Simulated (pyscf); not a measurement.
Thermochemistry of product channels of H₃C–SiH₃ + CH₃• on the doublet surface, in kJ/mol, from ωB97M-D3(BJ)/def2-TZVP energies (ideal gas, 1 atm, RRHO with modes under 100 cm⁻¹ raised to 100, one conformer, R ln 2 for rigid chiral ones). Optimised with ωB97X-D3(BJ)/def2-SVP in PySCF.

```json
[
 {"products": "H₃C–SiH₂• + CH₄", "ΔE": "-61.1", "ΔH(298 K)": "-47.7", "ΔG(298 K)": "-48.7", "ΔG(1200 K)": "-45.4"},
 {"products": "H₃C–SiH•–CH₃ + H₂", "ΔE": "-30.0", "ΔH(298 K)": "-27.9", "ΔG(298 K)": "-24.3", "ΔG(1200 K)": "-20.6"}
]
```

These are energies of the channels, which say nothing of barriers.
